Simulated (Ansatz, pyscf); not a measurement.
F–BH–SiH₃ → B–F [singlet] + SiH₄, a 1,1-elimination on the singlet surface: B–Si, B–H broken, H–Si formed. Single points on ωB97X-D3(BJ)/def2-SVP structures (PySCF, gas phase). Wave-function energies: Ansatz (a program for electronic structure), frozen core, RHF or UHF references. In kcal/mol, from the reactant's lowest minimum found.

Cost: rough CPU time of the saddle's run relative to CCSD(T)/cc-pV(D+d)Z, from one job on a shared machine, with the HF step and its search for lower states.

```
level                   barrier  reaction energy  cost
----------------------  -------  ---------------  ----
PBE0-D3(BJ)/def2-TZVP     64.47           +48.12     –
ωB97M-D3(BJ)/def2-TZVP    64.26           +39.90     –
CCSD(T)/cc-pV(D+d)Z       66.59           +37.55     1
CCSDT(Q)/cc-pV(D+d)Z        ___              ___   200
CCSD(T)/cc-pV(T+d)Z       65.44           +38.96     9
CCSD(T)/cc-pV(Q+d)Z         ___           +39.66     –
```

Task: What belongs in the gaps?

Result: 
- CCSDT(Q)/cc-pV(D+d)Z, barrier: 66.29
- CCSDT(Q)/cc-pV(D+d)Z, reaction energy: +37.58
- CCSD(T)/cc-pV(Q+d)Z, barrier: 65.33

In cc-pV(D+d)Z, going from CCSD(T) to CCSDT(Q) shifts the barrier by -0.30 and the reaction energy by +0.03 kcal/mol. With HF in the quadruple-zeta basis and the correlation energy extrapolated as X⁻³ from X = 3, 4, CCSD(T) gives 65.42 and +40.47; adding the double-zeta shift gives ΔE‡ = 65.12 and ΔE = +40.50 kcal/mol, without core correlation, relativity or geometry relaxation at these levels. One saddle was located; it need not be the lowest between these sides.
